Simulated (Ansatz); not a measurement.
This script drives the Python package of Ansatz (0.2.0).

`ch3bo.py`
```python
# -*- coding: utf-8 -*-
"""Relax CH3BO cheaply, then refine its energy."""

import ansatz
from ase import Atoms
import numpy as np

atoms = Atoms(["B", "C", "O", "H", "H", "H"], positions=[
    (-0.4435, 0.0191, -0.593),
    (0.4871, -0.1154, 0.5943),
    (0.6353, 0.8049, 1.3669),
    (-0.5872, -0.8143, -1.3676),
    (-1.0665, 1.0768, -0.776),
    (1.0168, -1.0352, 0.7292),
])
system = ansatz.Crystal.molecule_from_ase(atoms)

setup = (
    system.calculation()
    .basis(gaussian="def2-SVP")
    .functional("b3lyp")
)
symbols = [site.symbol for site in system.cartesian_sites]
start = np.array([site.position_ang for site in system.cartesian_sites], dtype=float)
report = setup.relax(force_tolerance=0.01).run(threads=1, backend="cpu").report
end = np.array(report["positions_ang"])
print("final positions (A) and the move of each atom")
for symbol, xyz, old in zip(symbols, end, start):
    print(f"{symbol:2s} {xyz[0]:10.5f} {xyz[1]:10.5f} {xyz[2]:10.5f}   {np.linalg.norm(xyz - old):7.4f}")

minimum = ansatz.Crystal.molecule()
for symbol, place in zip(symbols, end):
    minimum = minimum.atom(symbol, place.tolist())
at_minimum = minimum.calculation()
# MP2 extrapolated to the basis limit, plus the small-basis difference CCSD(T) - MP2
level = lambda method, basis: at_minimum.basis(gaussian=basis).correlation(method).run(threads=1, backend="cpu").report
small, large, cluster = level("mp2", "cc-pVDZ"), level("mp2", "cc-pVTZ"), level("ccsd_t", "cc-pVDZ")
corr = lambda each: (each["free_energy_ev"] - each["reference_energy_ev"]) / 27.211386246
mp2_limit = (27 * corr(large) - 8 * corr(small)) / 19
pieces = {"HF / cc-pVTZ": large["reference_energy_ev"] / 27.211386246, "MP2 correlation, DZ-TZ limit": mp2_limit, "CCSD(T) - MP2 / cc-pVDZ": corr(cluster) - corr(small)}
for name, value in pieces.items():
    print(f"{name:32s} {value:14.6f} Ha")
print(f"{'sum':32s} {sum(pieces.values()):14.6f} Ha")
print("T1 diagnostic", round(cluster["correlation"]["coupled_cluster"]["t1_diagnostic"], 4))
```

It is started by `python ch3bo.py`. Estimate its wall time and peak memory on 1 thread of Intel(R) Xeon(R) 6975P-C (Granite Rapids), on a shared host.

It took about 20 s, with a peak of 0.25 GiB, for 4 runs of the engine.

```console
$ python ch3bo.py
final positions (A) and the move of each atom
B    -0.48069    0.03730   -0.59960    0.0419
C     0.42753   -0.23463    0.63526    0.1394
O     1.11767    0.77402    0.69052    0.8313
H    -0.07219   -0.24095   -1.69712    0.8382
H    -1.49650    0.66537   -0.44963    0.6787
H     0.54617   -1.06520    1.37436    0.7991
HF / cc-pVTZ                        -139.157846 Ha
MP2 correlation, DZ-TZ limit          -0.530286 Ha
CCSD(T) - MP2 / cc-pVDZ               -0.042050 Ha
sum                                 -139.730182 Ha
T1 diagnostic 0.0235
```

Reading the output:
- Total energies depend on the basis set; only differences at equal settings carry meaning.
- The sum leaves out core correlation, relativity, the Hartree-Fock basis error and zero-point energy; a DZ-TZ extrapolation is rough.
- b3lyp holds the VWN-RPA fit, as in Gaussian; the form of ORCA and Turbomole is b3lyp5.
- Inner cores stay frozen, so this is valence correlation.
- An extrapolation from small basis sets is rough.

(A comment or docstring line of the script was reworded after the run, the code is as it ran; lines on the test bed's own set-up are left out of the output.)
